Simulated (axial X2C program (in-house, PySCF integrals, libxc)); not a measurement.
**Which molecule has these constants?**

All values come from calculations with an in-house relativistic program for diatomic molecules, spin-free (one-electron X2C) or two-component (2c: spin–orbit coupling with atomic mean-field Coulomb and Gaunt terms, which also bring small scalar terms), in Dyall basis sets with cores contracted in-house; open shells are unrestricted.

A two-component PBE0 calculation in a Dyall 3-zeta basis gave Re = 2.495 Å, ωe = 270.6 cm⁻¹, De = 1.31 eV, Ω = 1/2.

Question: Which molecule is it?
A. NaSi⁻
B. NaAl⁻
C. NaS⁻
D. NaMg⁻
E. NaCl⁻

Answer: E. The others have NaAl⁻ 3.163 Å and 152.8 cm⁻¹ (Ω = 1/2); NaMg⁻ 3.739 Å and 85.2 cm⁻¹ (Ω = 0); NaS⁻ 2.406 Å and 357.2 cm⁻¹ (Ω = 0); NaSi⁻ 2.891 Å and 192.0 cm⁻¹ (Ω = 1).

Each entry is the lowest single determinant of a limited PBE0 search at one distance. De goes to single-determinant-based atoms at the same level (for ions the charge split of lowest energy) and is withheld (n/a) where an atom does not fit its ground term or J level. Main or longest-lived isotopes. One determinant is a doubtful description, or other states lie close, for NaAl⁻, NaMg⁻, NaS⁻, NaSi⁻; these need not be ground states, and all values refer to the states named. Some open-shell Ω = 0 determinants are out of reach, so the Ω given for NaSi⁻ need not be the lowest component. With several unpaired electrons the Ω given is that of one determinant, not necessarily of the lowest component. Some light 2c atoms are not at their ground J level, so De misses part of their lowering (0.04 eV or less). The functionals have no current term, which raises determinants with orbital currents.
